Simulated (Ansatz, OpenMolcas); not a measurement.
**Predicting a hybrid from its neighbours: H3NO**

H3NO: 5 atoms, total charge 0, spin state singlet. SMILES: `NO`. Geometry: relaxed at PBE0-D4/def2-TZVP. This is one conformer, not always the lowest.

The vertical energy of the triplet above the singlet y, in eV, basis def2-TZVPP; a is the functional's share of exact exchange. Programs: Ansatz 0.2.0, OpenMolcas 26.06.

| functional | program | a | y (eV) |
| --- | --- | --- | --- |
| revPBE | Ansatz | 0 | 6.30 |
| TPSS | OpenMolcas | 0 | 6.38 |
| B3LYP | Ansatz | 0.2 | ? |
| PBE0 | Ansatz | 0.25 | 6.57 |
| BHLYP | Ansatz | 0.5 | 6.74 |

Fit y = c + s·a to the known rows and predict B3LYP.


1. Means of the 4 rows: a = 0.1875, y = 6.498.
2. Σ(Δa)² = 0.17188, Σ(Δa·Δy) = 0.13938, so the slope is 0.13938/0.17188 = 0.81091.
3. Intercept: 6.498 − (0.81091) × 0.1875 = 6.346. The largest residual of the fit is 0.046.
4. B3LYP: 6.346 + (0.81091) × 0.2 = 6.51 eV.

The run gave 6.52 eV, so the prediction is off by -0.01 eV, within the largest residual. The rows mix families of semi-local functionals, which the line can't see.
